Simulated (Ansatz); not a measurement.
# CH₄Si (singlet): the correlation ladder at scale of all distances = 0.892, cc-pVDZ

Aim: climb from Hartree-Fock through coupled cluster and multireference methods for CH₄Si (singlet) at one geometry and basis, and see what each rung misses.

The runs use Ansatz 0.2.0, Gaussian basis; cc-pVDZ, correlated electrons: outside noble gas.

The runs, in order: UHF; CCSD(T) on RHF; BCCD(T) on RHF; CISD; CCSDT(Q) on RHF; CASSCF and MRCISD+Q, 2 electrons in 2 orbitals; CASSCF and NEVPT2, 2 electrons in 2 orbitals; CASSCF and MRCISD+Q, 8 electrons in 8 orbitals; CASSCF and NEVPT2, 8 electrons in 8 orbitals.

## 1. The geometry

The geometry derives from a PBE0/def2-TZVP stationary point (not a proven minimum). All distances are scaled together.

6 atoms, charge 0, spin multiplicity 1.

Atoms are counted from 1 here; the program's logs count them from 0.

Bond lengths: Si1–C2 1.515 Å, Si1–H3 1.319 Å, Si1–H4 1.319 Å, C2–H5 0.967 Å, C2–H6 0.967 Å. Angles: C2–Si1–H3 122.7°, C2–Si1–H4 122.7°, H3–Si1–H4 114.7°, Si1–C2–H5 122.2°, Si1–C2–H6 122.2°, H5–C2–H6 115.7°.

In the tables R marks a restricted determinant and U an unrestricted one; 'frontier' is the active space of 8 electrons in 8 orbitals; 'pair' is the active space of 2 electrons in 2 orbitals; correlation energies count from the lowest restricted Hartree-Fock solution.

## 2. UHF

in.yaml reads:

```yaml
crystal:
  periodic: [false, false, false]
  atoms:
    - {symbol: Si, position_ang: [0.000000, 0.000000, 0.472661]}
    - {symbol: C, position_ang: [0.000000, 0.000000, -1.042651]}
    - {symbol: H, position_ang: [0.000000, 1.110055, 1.184244]}
    - {symbol: H, position_ang: [0.000000, -1.110055, 1.184244]}
    - {symbol: H, position_ang: [0.000000, 0.818383, -1.557262]}
    - {symbol: H, position_ang: [0.000000, -0.818383, -1.557262]}
basis:
  gaussian: {orbitals: cc-pVDZ}
magnetization: {spin_polarized: true, initial_magnetization: 0}
hamiltonian: {xc: hf}
output: {orbitals: {seedname: orbitals}}
```

Run with:

```bash
> ansatz run in.yaml --threads 1 --pin off --events-out ev --progress --plain --max-ram 2393MiB
```

The runs that follow: CCSD(T) on RHF; BCCD(T) on RHF; CISD; CCSDT(Q) on RHF; CASSCF and MRCISD+Q, 2 electrons in 2 orbitals; CASSCF and NEVPT2, 2 electrons in 2 orbitals; CASSCF and MRCISD+Q, 8 electrons in 8 orbitals; CASSCF and NEVPT2, 8 electrons in 8 orbitals.

**Question.** What will the summary of the whole plan be? Wanted: correlation energy, RCCSDT(Q); RMP2 from RCCSDT(Q); RCCSD from RCCSDT(Q); RCCSD(T) from RCCSDT(Q); NEVPT2 pair from RCCSDT(Q); MRCISD+Q pair from RCCSDT(Q); NEVPT2 frontier from RCCSDT(Q); T1 diagnostic.

**Answer**, as computed:

```
                         quantity                                         value
    correlation energy, RCCSDT(Q)                                    -7.5283 eV
              RMP2 from RCCSDT(Q)                               +26.10 kcal/mol
             RCCSD from RCCSDT(Q)                                +5.70 kcal/mol
          RCCSD(T) from RCCSDT(Q)                                +0.83 kcal/mol
       NEVPT2 pair from RCCSDT(Q)                               +23.94 kcal/mol
     MRCISD+Q pair from RCCSDT(Q)                                +1.64 kcal/mol
   NEVPT2 frontier from RCCSDT(Q)                               +29.97 kcal/mol
levels within 1 kcal/mol (43 meV)  RCCSD(T), BCCD(T), RCCSDT, MRCISD+Q frontier
                    T1 diagnostic                                         0.012
```

What this shows: RCCSD(T) misses by +0.83 kcal/mol, 0.5 % of the correlation energy. Of the multireference levels listed MRCISD+Q frontier comes nearest (+0.58 kcal/mol). These misses are within one basis and frozen core, not against nature; frozen cores of the runs differ by up to some meV.
